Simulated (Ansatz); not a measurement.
# BCl (SMILES [B]Cl) at 6 levels

We compute a comparison of 6 runs (B3LYP/STO-3G, PBE/STO-3G, RPA@PBE/STO-3G, MP2/STO-3G, CCSDT(Q)/STO-3G, CCSDTQ/STO-3G) of BCl. 

The results are computed with Ansatz 0.2.0.

41 further runs of the same task are left out: 1 that didn't finish, 40 set aside as unsound or not needed.

### Step 1. The system as given

BCl has 2 atoms, charge 0, and is taken as a singlet. SMILES: `[B]Cl`. The Cl2–B1 distance was set to 3.157 Å, away from the relaxed value.

### Step 2. The energy at B3LYP/STO-3G (run 1)

File input.yaml:

```yaml
basis:
  gaussian:
    orbitals: STO-3G
crystal:
  periodic: [false, false, false]
  atoms:
    - {symbol: B, position_ang: [0.000000, 0.000000, -1.578570]}
    - {symbol: Cl, position_ang: [0.000000, 0.000000, 1.578530]}
accuracy: high
hamiltonian:
  xc: {name: B3LYP}
```

On the command line:

```sh
$ ansatz run input.yaml --threads 1 --pin off --max-ram 2610MiB --events-out events.jsonl --progress --plain --runs-dir runs
```

What it wrote:

```text
Warning: RAYON_NUM_THREADS=1 ignored (pool sized by the plan → 1); use --threads N
Functional definition: B3LYP
  name "B3LYP"
  parameter a0 = 0.2
  parameter ax = 0.72
  parameter ac = 0.81
  exchange = (1 - a0 - ax)*slater_x + ax*b88_x + a0*exact_x
  correlation = (1 - ac)*vwn_rpa_c + ac*lyp_c
208 factors; integrals over basis functions are off by at most 2.0e-8 eV
mean field evaluation 1: about -13043.1151 eV, gradient 6.9e0 eV
mean field evaluation 2: about -12775.3918 eV, gradient 5.7e1 eV
mean field evaluation 4: about -13043.7711 eV, gradient 9.2e0 eV
mean field evaluation 8: about -13046.5262 eV, gradient 3.6e-1 eV
mean field evaluation 16: about -13046.5193 eV, gradient 9.9e-6 eV
mean field -13046.51925379 eV, -479.4507393283 hartree, gradient 3.9e-8 eV, S^2 0.000000; 0 other end points of the search recorded, 0 dependent functions left out
reference -13046.51927816 eV, -479.4507402239 hartree; 11, 11 occupied and 3, 3 virtual orbitals, 208 factors
Total energy: -13046.51927816 eV, -479.4507402239 hartree
```

It took 0.42 s on 1 thread of Intel Xeon Platinum 8375C at 2.90GHz (Ice Lake), shared host.

### Step 3. The energy at PBE/STO-3G (run 2)

File input.yaml:

```yaml
crystal:
  periodic: [false, false, false]
  atoms:
    - {symbol: B, position_ang: [0.000000, 0.000000, -1.578570]}
    - {symbol: Cl, position_ang: [0.000000, 0.000000, 1.578530]}
basis:
  gaussian: {orbitals: STO-3G}
hamiltonian: {xc: {name: PBE}}
accuracy: high
```

On the command line:

```sh
$ ansatz run input.yaml --threads 1 --pin off --max-ram 2610MiB --events-out events.jsonl --progress --plain --runs-dir runs
```

What it wrote:

```text
Warning: RAYON_NUM_THREADS=1 ignored (pool sized by the plan → 1); use --threads N
Functional definition: PBE
  name "PBE"
  parameter kappa = 0.804
  parameter beta = 0.06672455060314922
  exchange = pbe_x(kappa = kappa, mu = beta*pi^2/3)
  correlation = pbe_c(beta = beta)
208 factors; integrals over basis functions are off by at most 2.0e-8 eV
mean field evaluation 1: about -13036.1833 eV, gradient 7.5e0 eV
mean field evaluation 2: about -12766.3849 eV, gradient 4.6e1 eV
mean field evaluation 4: about -13037.4655 eV, gradient 1.0e1 eV
mean field evaluation 8: about -13038.9400 eV, gradient 9.7e0 eV
mean field evaluation 16: about -13040.1255 eV, gradient 1.3e-4 eV
mean field evaluation 32: about -13015.5805 eV, gradient 2.4e1 eV
mean field -13040.12546016 eV, -479.2157717464 hartree, gradient 1.3e-8 eV, S^2 0.000000; 0 other end points of the search recorded, 0 dependent functions left out
reference -13040.12546174 eV, -479.2157718043 hartree; 11, 11 occupied and 3, 3 virtual orbitals, 208 factors
Total energy: -13040.12546174 eV, -479.2157718043 hartree
```

Run time: 0.48 s. Hardware: 1 thread of Intel Xeon Platinum 8375C at 2.90GHz (Ice Lake), shared host.

Runs 3 to 5 aren't shown in full; the table further down has their settings and results.

### Step 4. A single-point energy at CCSDTQ/STO-3G (run 6)

File molecule.yaml:

```yaml
crystal:
  periodic: [false, false, false]
  atoms:
    - {symbol: B, position_ang: [0.000000, 0.000000, -1.578570]}
    - {symbol: Cl, position_ang: [0.000000, 0.000000, 1.578530]}
basis:
  gaussian: {orbitals: STO-3G}
correlation: {method: ccsdtq, frozen_orbitals: {B: 1, Cl: 5}}
accuracy: high
scf: {omitted_lower_state_checks: [cluster_reference, increment]}
```

On the command line:

```sh
$ ansatz run molecule.yaml --threads 1 --pin off --max-ram 2610MiB --events-out events.jsonl --progress --plain --runs-dir runs
```

What it wrote:

```text
Warning: RAYON_NUM_THREADS=1 ignored (pool sized by the plan → 1); use --threads N
[... 11 lines left out ...]
6 core orbitals not correlated: weight in the atoms' cores, before any rotation towards them, 1.000 or more for the frozen orbitals, at most 0.000 for the correlated occupied ones
[... 93 lines left out ...]
WARN: these amplitudes may be one of several solutions (largest doubles amplitude 0.48, level shift 12.50 eV)
Total energy: -13027.61626444 eV, -478.7560672827 hartree
Checks for a lower state left out: cluster_reference, increment
```

It took 2.8 s on 1 thread of Intel Xeon Platinum 8375C at 2.90GHz (Ice Lake), shared host; peak memory 0.15 GiB.

### Step 5. Overview of the runs

```
run            level  frozen core orbitals  energy (Eh)  wall time
  1     B3LYP/STO-3G                     –  -479.450740     0.42 s
  2       PBE/STO-3G                     –  -479.215772     0.48 s
  3   RPA@PBE/STO-3G                     6  -478.819257     0.66 s
  4       MP2/STO-3G                     6  -478.709548      0.1 s
  5  CCSDT(Q)/STO-3G                     6  -478.758040     0.38 s
  6    CCSDTQ/STO-3G                     6  -478.756067      2.8 s
```

### Step 6. Outcome

```
                                          quantity          value
                               run 6: total energy  -478.75607 Eh
run 6: correlation energy (6 core orbitals frozen)      -99.6 mEh
                              run 6: T1 diagnostic          0.096
```

What this shows: Totals of different functionals can't be ranked against each other. In runs 3, 4, 5, 6 the log says that unrestricted orbitals would lower the reference, so the values rest on an unstable closed-shell determinant (other closed-shell runs at this shape may share the fault). In runs 1, 2, 3, 4, 5, 6 the basis is minimal, so the values are rough. All runs together took 4.9 s, the longest 2.8 s.
